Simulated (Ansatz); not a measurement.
`C=COCCC`, charge 0, multiplicity 1.

**Question.** Give a relaxed structure at PBE0-D4/def2-TZVP (Ansatz 0.2.0). (Best estimate.)

**Answer.** Ansatz gave: 
```xyz
16

C     0.004   -0.080   -3.369
C     0.346   -0.351   -2.117
O    -0.266    0.207   -1.054
C     0.227   -0.193    0.212
C    -0.560    0.516    1.285
C    -0.086    0.137    2.677
H     0.532   -0.558   -4.181
H    -0.795    0.614   -3.599
H     1.149   -1.048   -1.881
H     0.129   -1.282    0.321
H     1.294    0.057    0.290
H    -0.467    1.595    1.131
H    -1.619    0.271    1.162
H    -0.192   -0.937    2.856
H     0.967    0.395    2.824
H    -0.663    0.657    3.443
```
Point group Cs.
This is one stationary point; other conformers may exist.
